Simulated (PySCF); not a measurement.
**thiophene: calculation against experiment**

**What was measured.**

From NIST CCCBDB Release 22 (SRD 101), experimental dipoles, for the gas: dipole moment (dielectric constant against temperature) 0.55 D.

How close the calculation comes is told at the end.

Species: thiophene, C4H4S.
Atom-mapped SMILES: `[cH:1]1[cH:2][cH:3][s:4][cH:5]1` (hydrogens: H6 on C1; H7 on C2; H8 on C3; H9 on C5)

Structure used (B3LYP/6-31+G*), in Å, numbered top down from 1:
```
atom  x, y, z in Å
C1    -0.7418   -0.6610   -0.0164
C2     0.6873   -0.7349   -0.0167
C3     1.2797    0.5014    0.0003
S4     0.1003    1.7734    0.0165
C5    -1.2036    0.6295    0.0006
H6    -1.3942   -1.5279   -0.0285
H7     1.2465   -1.6646   -0.0290
H8     2.3357    0.7387    0.0040
H9    -2.2292    0.9751    0.0047
```

The PySCF runs (gas phase, on this B3LYP/6-31+G* geometry; no spin–orbit coupling):

| level | job | basis functions | wall time |
| --- | --- | --- | --- |
| B3LYP/6-31+G*, grid level 1 | geometry optimisation from a GFN2-xTB start | 102 | 12 s |

Hardware: one thread, Arm Neoverse V1 (aarch64), on a shared host.

All basis functions are spherical.

## Comparison

**Dipole moment.** Measured: 0.55 D (NIST CCCBDB Release 22 (SRD 101), experimental dipoles).

| level | computed (D) | computed − measured (D) | % (from the printed values) |
| --- | --- | --- | --- |
| B3LYP/6-31+G* | 0.54 | -0.01 | -2 |

The computed dipoles belong to one fixed geometry; measured ones are averaged over vibrations unless marked μe. Magnitudes are compared, not signs.

No measured geometry was used, and the causes of the misses weren't examined.
